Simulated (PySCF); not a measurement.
# SMILES C(=C=C(C)Cl)Cl, C₄H₄Cl₂

Geometry:
```tsv
atom	x (Å)	y (Å)	z (Å)
C1	-1.443	-0.545	0.522
C2	-0.550	0.225	-0.387
Cl3	-1.364	0.999	-1.718
C4	0.738	0.355	-0.263
C5	2.017	0.486	-0.100
Cl6	3.179	-0.602	-0.779
H7	-1.953	-1.334	-0.034
H8	-0.863	-0.992	1.329
H9	-2.207	0.111	0.946
H10	2.465	1.287	0.476
```

Computed with TDDFT CAM-B3LYP/def2-TZVPD circular dichroism and optical rotation, one conformer, gas phase in PySCF. Geometry: PBE0-D3(BJ)/def2-TZVP.

No stereocentre is labelled: unless the shape is locked (an allene, a helicene, a hindered biaryl), the mirror image is equally populated and a measured rotation or CD is zero.

Q: Draw the ECD and absorption spectra from the lowest 12 states, each a Gaussian of half-width 0.2 eV at 1/e height.

A: 
| E (eV) | λ (nm) | Δε (L mol⁻¹ cm⁻¹) | ε (L mol⁻¹ cm⁻¹) |
| --- | --- | --- | --- |
| 4.59 | 270 | 0.00 | 0 |
| 4.74 | 262 | +0.05 | 0.0813 |
| 4.89 | 254 | +0.39 | 0.815 |
| 5.04 | 246 | +1.06 | 4.33 |
| 5.19 | 239 | +1.08 | 12.9 |
| 5.34 | 232 | +0.57 | 16 |
| 5.49 | 226 | +0.17 | 6.91 |
| 5.64 | 220 | +0.02 | 1.48 |
| 5.79 | 214 | +0.01 | 11.9 |
| 5.94 | 209 | +0.10 | 90.3 |
| 6.09 | 204 | +0.23 | 226 |
| 6.24 | 199 | -0.19 | 343 |
| 6.39 | 194 | -7.81 | 3950 |
| 6.54 | 190 | -48.90 | 31100 |
| 6.69 | 185 | -84.45 | 84000 |
| 6.84 | 181 | -25.82 | 77400 |
| 6.99 | 177 | +12.81 | 25000 |
| 7.14 | 174 | +5.78 | 3640 |
| 7.29 | 170 | -4.56 | 926 |

Δε uses R in velocity form, ε uses f in length form. Only the states computed contribute, so the short-wavelength end is incomplete.
